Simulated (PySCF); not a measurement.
Molecule: 5-fluoropent-1-ene, C₅H₉F.

Molfile (atoms numbered from 1):
```
C5H9F
     RDKit          3D

 15 14  0  0  0  0  0  0  0  0999 V2000
    2.6625   -0.2274   -0.0309 C   0  0  0  0  0  0  0  0  0  0  0  0
    1.4420   -0.4533    0.4569 C   0  0  0  0  0  0  0  0  0  0  0  0
    0.2323    0.3849    0.1960 C   0  0  0  0  0  0  0  0  0  0  0  0
   -0.9004   -0.3929   -0.4706 C   0  0  0  0  0  0  0  0  0  0  0  0
   -2.1673    0.4161   -0.6099 C   0  0  0  0  0  0  0  0  0  0  0  0
   -2.6288    0.7937    0.6299 F   0  0  0  0  0  0  0  0  0  0  0  0
    2.8670    0.6309   -0.6794 H   0  0  0  0  0  0  0  0  0  0  0  0
    3.5034   -0.8857    0.2025 H   0  0  0  0  0  0  0  0  0  0  0  0
    1.2850   -1.3290    1.1009 H   0  0  0  0  0  0  0  0  0  0  0  0
    0.5055    1.2554   -0.4244 H   0  0  0  0  0  0  0  0  0  0  0  0
   -0.1515    0.7860    1.1503 H   0  0  0  0  0  0  0  0  0  0  0  0
   -0.5904   -0.7367   -1.4719 H   0  0  0  0  0  0  0  0  0  0  0  0
   -1.1253   -1.3011    0.1146 H   0  0  0  0  0  0  0  0  0  0  0  0
   -2.9577   -0.1690   -1.1105 H   0  0  0  0  0  0  0  0  0  0  0  0
   -1.9894    1.3325   -1.2008 H   0  0  0  0  0  0  0  0  0  0  0  0
  1  2  2  0
  2  3  1  0
  3  4  1  0
  4  5  1  0
  5  6  1  0
  1  7  1  0
  1  8  1  0
  2  9  1  0
  3 10  1  0
  3 11  1  0
  4 12  1  0
  4 13  1  0
  5 14  1  0
  5 15  1  0
M  END
```

Geometry PBE0-D3(BJ)/def2-SVP throughout; GIAO in PySCF, gas phase, one conformer, non-relativistic; equivalent atoms averaged; functional PBE0.

Question: How do the absolute shieldings σ depend on the basis set? (a selection of nuclei; ppm; last column core-seconds on 1 thread of an Arm Neoverse V1, shared host)

Answer: 
```tsv
basis set	functions	C2	C5	F6	H9	H8	H7	H14/H15	H10/H11	H12/H13	core-s
STO-3G	39	120.9	175.3	452.7	27.27	27.36	27.57	30.58	30.99	31.68	3.1
6-31G	72	63.5	120.8	426.7	26.33	27.18	27.04	28.10	30.17	30.96	5.7
6-31G*	102	61.2	115.8	428.4	25.98	26.90	26.78	27.54	29.71	30.46	8
def2-SVP	129	54.8	114.7	433.0	25.51	26.34	26.17	27.14	29.30	30.03	10
pcSseg-1	147	35.9	100.8	422.1	25.27	25.99	25.87	26.81	29.11	29.84	13
6-311+G(2d,p)	216	39.3	104.2	419.1	25.38	26.30	26.17	27.12	29.25	29.98	22
def2-TZVP	240	38.0	102.5	420.9	25.33	26.26	26.14	27.11	29.21	29.93	26
```

Question: Which nucleus among those listed moves most, in ppm?

Answer: C2 (alkene CH): from 35.9 ppm with pcSseg-1 to 120.9 ppm with STO-3G. The smallest spread is 1.37 ppm, at H8. Proton shifts span only some 12 ppm, so a few tenths of a ppm matter as much there as several ppm in carbon.

Question: Taking the largest basis, def2-TZVP (240 functions), as the yardstick, rank the others by their worst heavy-atom deviation.

Answer: 6-311+G(2d,p) 1.8 ppm (216 functions), pcSseg-1 2.1 ppm (147 functions), def2-SVP 16.7 ppm (129 functions), 6-31G* 23.2 ppm (102 functions), 6-31G 25.5 ppm (72 functions), STO-3G 82.9 ppm (39 functions).

A small basis that lands close on one nucleus may do so by chance; judge by the trend and by all nuclei.
